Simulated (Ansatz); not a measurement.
Ansatz (a first-principles code) input (B3LYP/cc-pVDZ):

Ansatz 0.2 input:
```yaml
crystal:
  periodic: [false, false, false]
  atoms:
    - {symbol: P, position_ang: [0.00293147, 0.00160888, 0.12817703]}
    - {symbol: H, position_ang: [-0.00384980, 1.18388197, -0.65609339]}
    - {symbol: H, position_ang: [1.01199153, -0.61366513, -0.65676338]}
    - {symbol: H, position_ang: [-1.05211382, -0.59435001, -0.60979871]}
basis:
  gaussian:
    orbitals: cc-pVDZ
hamiltonian:
  xc: {name: B3LYP}
output: {forces: true}
```

Task: Predict the final energy.

Result: -343.15978 Eh.
